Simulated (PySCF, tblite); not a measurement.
**C3H10O2, a complex of two parts: NMR shifts, interaction energy, spin-spin couplings and core binding energies**

Wanted: the NMR shifts, interaction energy, spin-spin couplings and core binding energies for `CO` with `COC`.

Computed with tblite 0.8.0 and PySCF 2.14.0; each step states its level. No surroundings beyond the atoms listed, unless a continuum is named. Atoms count from 0, parts from 1.

## (1) Starting point

15 atoms, charge 0, multiplicity 1; geometry: rigid parts in contact. Parts: 1 = atoms 0–5, `CO`, charge 0; 2 = atoms 6–14, `COC`, charge 0.

## (2) Docking the parts with GFN2-xTB

Job settings and geometry (Å):

```
{"job": {"kind": "dock", "xc": "GFN2-xTB", "basis": "xTB"}, "charge": 0, "multiplicity": 1, "parts": [{"atoms": "0-5", "charge": 0, "multiplicity": 1}, {"atoms": "6-14", "charge": 0, "multiplicity": 1}]}
C     -0.360802    -0.003457     0.040008
O      0.884221    -0.345623    -0.517243
H     -0.424981    -0.289888     1.095435
H     -1.113130    -0.554441    -0.521285
H     -0.564931     1.068943    -0.051183
H      1.579624     0.124467    -0.045732
C      4.350375     0.052241     1.452072
O      3.498429    -0.502224     0.484296
C      3.580571    -1.901989     0.423389
H      4.106724    -0.317750     2.456238
H      5.401769    -0.180471     1.239020
H      4.204129     1.129711     1.418060
H      3.292116    -2.360197     1.378176
H      2.891152    -2.222976    -0.354538
H      4.596523    -2.231134     0.169838
```

Method: GFN2-xTB search for minima from random contacts, gas phase.

Command:

```bash
$ OMP_NUM_THREADS=1 python cluster_run.py task.json out
```

The driver reads the jobs from task.json and runs them one after another.

**Question.** The jobs that follow are: PBE0-D3(BJ)/def2-SVPD geometry optimisation, gas phase; GIAO PBE0/pcSseg-1 NMR shielding, non-relativistic, gas phase; wB97M-D3(BJ)/def2-SVPD interaction energy, counterpoise and uncorrected, gas phase; PBE0-D3(BJ)/def2-SVPD interaction energy, counterpoise and uncorrected, gas phase; B3LYP/pcJ-1 indirect spin-spin coupling, non-relativistic, gas phase; delta-SCF UKS SCAN, pcX-2 on the ionised atom, pcseg-1 elsewhere, spin-free X2C. Predict: binding energy (GFN2-xTB); point group; rotational constants (main isotopes); shieldings of C, H (PBE0/pcSseg-1); largest proton shift on binding; interaction energy, counterpoise (wB97M-D3(BJ)/def2-SVPD); superposition error; binding energy (with deformation); largest coupling of the table (B3LYP/pcJ-1); O1s binding energies, SCAN/pcX-2; C1s binding energies, SCAN/pcX-2 (standing for 1 of 3 atoms).

**Answer**, as computed:

| quantity | value |
| --- | --- |
| binding energy (GFN2-xTB) | -4.48 kcal/mol |
| point group | C1 |
| rotational constants (main isotopes) | 7.65, 1.89, 1.64 GHz |
| shieldings of C, H (PBE0/pcSseg-1) | C6 124.2, C8 124.5, C0 133.1, H13 27.6, H11 27.6, H3 28.0, H4 28.0, H2 28.0 ppm and more |
| largest proton shift on binding | H5, +3.33 ppm |
| interaction energy, counterpoise (wB97M-D3(BJ)/def2-SVPD) | -5.98 kcal/mol |
| superposition error | 1.16 kcal/mol |
| binding energy (with deformation) | -5.82 kcal/mol |
| largest coupling of the table (B3LYP/pcJ-1) | $^{1}J$(C,H) C8–H13, 153.1 Hz |
| O1s binding energies, SCAN/pcX-2 | O7 539.05, O1 537.77 eV |
| C1s binding energies, SCAN/pcX-2 (standing for 1 of 3 atoms) | C0 291.78 eV |
| range of the interaction energy over the runs of this table | -6.21 to -5.98 kcal/mol |

What this shows: In the structure that the search hands on, at its xTB geometry, the leading contact, judged by the atoms' radii, is H5···O7 (hydrogen bond, 1.97 Å). A later relaxation moves these distances. Relaxing lowered the energy by 0.111 eV in 3 steps; the close pair that moved most is C8–H12, from 1.067 to 1.105 Å. At PBE0/pcSseg-1: Shielding is most anisotropic at O1 (span 100 ppm, paramagnetic term -47 ppm). On binding (GIAO PBE0/pcSseg-1 NMR shielding, non-relativistic, gas phase), H5 moves most among the protons, 3.33 ppm downfield. The attractive terms split as electrostatic 60 %, orbital 32 %, dispersion 9 %, against 9.81 kcal/mol of Pauli repulsion. The terms sum to the uncorrected energy, so the orbital term holds the superposition error. A part with a negative deformation was relaxed at another level. The interaction energy runs from -6.21 (PBE0-D3(BJ)/def2-SVPD) to -5.98 kcal/mol (wB97M-D3(BJ)/def2-SVPD).
